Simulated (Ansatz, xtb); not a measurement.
# Ranking isomers of AlH6Si2

4 gas-phase structures of AlH6Si2, found in a search over its isomers (lower ones may exist). Each was relaxed with GFN2-xTB; where two conformers were screened, the lower at r2SCAN-D4/def2-SVP is listed:

A. `[AlH2][SiH][SiH3]`, a doublet
B. `[AlH][SiH2][SiH3]`, a doublet
C. `[SiH2][AlH][SiH3]`, a doublet
D. `[AlH2][SiH2][SiH2]`, a doublet

**Question.** Make a reasoned guess at their ranking by r2SCAN-D4/def2-SVP single-point energy.

**Answer.** Calculated order at r2SCAN-D4/def2-SVP: A (0.000), B (0.078), C (0.187), D (0.189) eV. Less than 1 kcal/mol parts C and D, so the order within that pair means little.

Energies above the lowest of each column, in eV; the last columns are at B3LYP-D3(BJ)/def2-SVP geometries:

```json
{"structure": "A", "GFN2-xTB": "0.000", "HF/STO-3G": "0.000", "r2SCAN-D4/def2-SVP": "0.000", "B3LYP-D3(BJ)/def2-SVP": "0.000", "CCSD(T)/def2-SVP + ΔMP2/def2-TZVPP": "0.000"}
{"structure": "B", "GFN2-xTB": "0.975", "HF/STO-3G": "0.810", "r2SCAN-D4/def2-SVP": "0.078", "B3LYP-D3(BJ)/def2-SVP": "0.075", "CCSD(T)/def2-SVP + ΔMP2/def2-TZVPP": "0.087"}
{"structure": "C", "GFN2-xTB": "0.281", "HF/STO-3G": "0.253", "r2SCAN-D4/def2-SVP": "0.187", "B3LYP-D3(BJ)/def2-SVP": "0.084", "CCSD(T)/def2-SVP + ΔMP2/def2-TZVPP": "0.068"}
{"structure": "D", "GFN2-xTB": "0.489", "HF/STO-3G": "0.136", "r2SCAN-D4/def2-SVP": "0.189", "B3LYP-D3(BJ)/def2-SVP": "0.290", "CCSD(T)/def2-SVP + ΔMP2/def2-TZVPP": "0.334"}
```

Every level run on A puts it lowest or level with the lowest. CCSD(T)/def2-SVP + ΔMP2/def2-TZVPP orders those it was run on as A (0.000), C (0.068), B (0.087), D (0.334) eV. Less than 1 kcal/mol parts C and B, so the order within that pair means little. Flexible structures stand in one conformer each, not always the lowest. Open shells are spin-unrestricted. ΔMP2 is the change of the MP2 energy from the smaller to the larger basis.

Over these structures GFN2-xTB departs from r2SCAN-D4/def2-SVP by 0.287 eV on average once a common shift is removed. A GFN2-xTB relaxation took about 0.26 s and the r2SCAN-D4/def2-SVP energy about 2.2 s on a shared host (Ansatz 0.2.0, xtb 6.7.1).
